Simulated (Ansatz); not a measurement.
# C₂H₅O+ (SMILES [CH2+]OC): single points off equilibrium

One table from this session's results is given with a row withheld; the runs are named, their logs left out.

Program: Ansatz 0.2.0, Gaussian basis. Level of theory: single points in def2-TZVPP. These are calculated values, not measurements.

Cores are frozen in the correlated methods.

### Where the work starts

8 atoms, charge 1, spin multiplicity 1.

Atoms are counted from 1 here; the program's logs count them from 0.

Bond lengths: C1–O2 1.309 Å, C1–H4 1.079 Å, C1–H5 1.138 Å, O2–C3 1.326 Å, C3–H6 0.931 Å, C3–H7 1.152 Å, C3–H8 1.252 Å. Angles: O2–C1–H4 122.9°, O2–C1–H5 122.5°, H4–C1–H5 114.4°, C1–O2–C3 126.6°, O2–C3–H6 119.3°, O2–C3–H7 102.6°, O2–C3–H8 111.5°, H6–C3–H7 104.1°, H6–C3–H8 113.7°, H7–C3–H8 103.3°.

As a file:

```tsv
atom	x (Å)	y (Å)	z (Å)
C1	-0.9258	0.5232	-0.7972
O2	-0.2365	-0.5027	-0.3649
C3	0.5806	-0.5231	0.6791
H4	-1.7051	0.4348	-1.5388
H5	-0.6794	1.5938	-0.5005
H6	0.4005	-1.1005	1.3866
H7	1.5577	-0.9314	0.2256
H8	0.8919	0.6345	1.0419
```

Set-up of the first run:

run/in.yaml reads:

```yaml
crystal:
  periodic: [false, false, false]
  atoms:
    - {symbol: C, position_ang: [-0.925800, 0.523200, -0.797200]}
    - {symbol: O, position_ang: [-0.236500, -0.502700, -0.364900]}
    - {symbol: C, position_ang: [0.580600, -0.523100, 0.679100]}
    - {symbol: H, position_ang: [-1.705100, 0.434800, -1.538800]}
    - {symbol: H, position_ang: [-0.679400, 1.593800, -0.500500]}
    - {symbol: H, position_ang: [0.400500, -1.100500, 1.386600]}
    - {symbol: H, position_ang: [1.557700, -0.931400, 0.225600]}
    - {symbol: H, position_ang: [0.891900, 0.634500, 1.041900]}
basis:
  gaussian: {orbitals: def2-TZVPP}
total_charge: 1
correlation: {method: ccsd_t}
output: {forces: true}
```

The command line of these runs was not kept.

Among the steps run: CCSD(T)/def2-TZVPP; PBE0-D4/def2-TZVPP; wB97M-V/def2-TZVPP; r2SCAN-D4/def2-TZVPP; PBE-D4/def2-TZVPP; r2SCAN0-D4/def2-TZVPP; revPBE-D4/def2-TZVPP.

One of the session's tables, all rows but one given; the rest of the session is left out.

| method | RMS force component (eV/Å) | angle to CCSD(T) forces (°) |
| --- | --- | --- |
| CCSD(T) | 3.740 | reference |
| PBE0-D4 | ? | ? |
| wB97M-V | 3.749 | 3.0 |
| r2SCAN-D4 | 3.656 | 3.3 |
| PBE-D4 | 3.589 | 5.1 |
| r2SCAN0-D4 | 3.763 | 4.6 |
| revPBE-D4 | 3.596 | 4.6 |

**Question.** Estimate the row for PBE0-D4.

As computed: RMS force component (eV/Å): 3.727; angle to CCSD(T) forces (°): 4.5. In the column «RMS force component (eV/Å)» it lies between r2SCAN-D4 (3.656) and CCSD(T) (3.740).
